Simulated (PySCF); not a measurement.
Species: C5H11N (charge +1 and doublet state).
Atom-mapped SMILES: `[CH2:1]=[CH:2][N+:3]([CH3:4])[CH2:5][CH3:6]` (hydrogens: H7, H8 on C1; H9 on C2; H10, H11, H12 on C4; H13, H14 on C5; H15, H16, H17 on C6)

Geometry (GFN2-xTB, Å), atoms numbered from 1 in this order:
```
atom  x, y, z in Å
C1     2.2980   -1.0021    0.1540
C2     1.0343   -0.7746    0.6055
N3     0.2356    0.2275    0.2197
C4     0.6390    1.1771   -0.7692
C5    -1.0981    0.3191    0.7300
C6    -2.0914   -0.3224   -0.2552
H7     2.8556   -1.8415    0.5307
H8     2.7920   -0.3784   -0.5710
H9     0.6123   -1.4420    1.3468
H10   -0.1816    1.8515   -1.0029
H11    0.9643    0.6807   -1.6870
H12    1.4817    1.7738   -0.4061
H13   -1.1677   -0.1938    1.6913
H14   -1.3616    1.3718    0.8632
H15   -2.0625    0.1724   -1.2219
H16   -3.0942   -0.2305    0.1511
H17   -1.8627   -1.3766   -0.3890
```

The hyperfine couplings belong to this conformer and change with its torsions.

Computed, not measured: UKS B3LYP, pcH-1 on C H N, non-relativistic, mean-field spin-orbit, GIAO in PySCF 2.14.0. One conformer (not necessarily the lowest) at the GFN2-xTB geometry, without solvent, vibrations or thermal averaging. A GFN2-xTB geometry isn't a minimum of the functional, and hyperfine couplings can be far from their values at a DFT geometry, by a factor of two or more for some ions and for spin on atoms past the first row. Stability of the SCF solution: not tested.

**Question.** Where do the isotropic ENDOR lines of N3, H10/H11/H12, H7, H8, H13/H14, H9 and H15/H16/H17 fall at 333.4 mT, to first order?

**Answer.** ν± = |νn ± a/2|, one line for each electron-spin manifold; νn = |g_N| × 7.62259 MHz/T × B.

```tsv
nuclei	isotope	g_N	νn (MHz)	a_iso (MHz)	lower line (MHz)	upper line (MHz)
N3	14N	0.4038	1.03	25.90	11.92	13.98
H10/H11/H12	1H	5.5857	14.20	43.73	7.67	36.06
H7	1H	5.5857	14.20	-41.27	6.44	34.83
H8	1H	5.5857	14.20	-39.87	5.74	34.13
H13/H14	1H	5.5857	14.20	26.47	0.96	27.43
H9	1H	5.5857	14.20	7.13	10.63	17.76
H15/H16/H17	1H	5.5857	14.20	1.33	13.53	14.86
```

**Question.** Which pairs are centred on the nuclear Larmor frequency, and which on half the coupling?

**Answer.** Centred on νn, since |a| < 2νn: H13/H14, H9 and H15/H16/H17. Centred on |a|/2 and split by 2νn: N3, H10/H11/H12, H7 and H8.

**Question.** At what field would the lower line of H7 fall to zero frequency?

**Answer.** Where νn = |a|/2, that is B = 20.64 MHz/(5.5857 × 7.62259 MHz/T) = 485 mT, as far as first order holds there.

Nuclei that the bonding pattern makes equivalent are averaged, as if the motion that swaps them (rotation, inversion, ring flip) were fast. The three 1H nuclei of mean +43.7 MHz run from 2.0 to 71.8 MHz in the frozen geometry. The three 1H nuclei of mean +1.3 MHz run from -3.8 to 11.1 MHz in the frozen geometry. The 1H value of +26.5 MHz is a mean of couplings from 12.8 to 40.2 MHz in this one geometry, not an average over conformers.

The SMILES draws the unpaired electron on N3; the largest computed Mulliken spin population is on C1 (0.64 against 0.47).
